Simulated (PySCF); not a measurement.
Estimate the missing entries of this data sheet.

1-chloro-2-methylpropane, C4H9Cl.
Geometry (GFN2-xTB, Å), atoms numbered from 1 in this order:
```
atom  x, y, z in Å
C1     1.261   -0.682   -0.139
C2    -0.020   -0.050    0.396
C3     0.025    1.471    0.251
C4    -1.241   -0.586   -0.344
Cl5   -1.478   -2.327   -0.034
H6     2.121   -0.322    0.419
H7     1.399   -0.429   -1.189
H8     1.218   -1.765   -0.047
H9    -0.122   -0.300    1.457
H10    0.888    1.869    0.778
H11    0.102    1.752   -0.797
H12   -0.871    1.927    0.665
H13   -1.128   -0.471   -1.422
H14   -2.154   -0.089   -0.015
```

```csv
property,level,value
point group of the GFN2-xTB geometry,GFN2-xTB,C1
"rotational constants A, B, C of the GFN2-xTB geometry",GFN2-xTB,"7.618, 2.171, 1.821 GHz"
dipole moment,CAM-B3LYP/def2-SVPD,2.14 D
HOMO energy,CAM-B3LYP/def2-SVPD,?
LUMO energy,CAM-B3LYP/def2-SVPD,1.20 eV
lowest singlet excitation,TDDFT CAM-B3LYP/def2-SVPD,?
lowest triplet excitation (Tamm–Dancoff),TDA CAM-B3LYP/def2-SVPD,?
static isotropic polarisability,CAM-B3LYP/def2-SVPD,64.0 au
electronic spatial extent ⟨r²⟩ about the centre of nuclear charge,CAM-B3LYP/def2-SVPD,?
```

The electronic properties come from PySCF, for the isolated species, density fitting.

(1) The lowest triplet excitation (Tamm–Dancoff)?

(2) What is the HOMO energy?

(3) What is the lowest singlet excitation?

(4) What is the electronic spatial extent ⟨r²⟩ about the centre of nuclear charge?

Results:

(1) 6.79 eV.

(2) -9.74 eV.

(3) 7.45 eV (166 nm, f = 0.003).

(4) 689 bohr².

The rotational constants make it an asymmetric top with κ = (2B − A − C)/(A − C) = -0.88, nearer the prolate limit (−1). The vertical singlet–triplet gap S1 − T1 is 0.66 eV (TDDFT singlet less Tamm–Dancoff triplet). The principal polarisabilities are 55.7, 61.7 and 74.7 au; their mean is the isotropic value. With B = h/(8π²I), that is 505.379 GHz u Å² over I, the principal moments of inertia are 66.3, 232.7 and 277.6 u Å² (most abundant isotopes); the inertial defect Ic − Ia − Ib is -21.4 u Å² (zero for a rigid planar frame, negative otherwise). In wavenumbers S1 is 60100 cm⁻¹ (1 eV = 8065.54 cm⁻¹).

One conformer stands for the species.
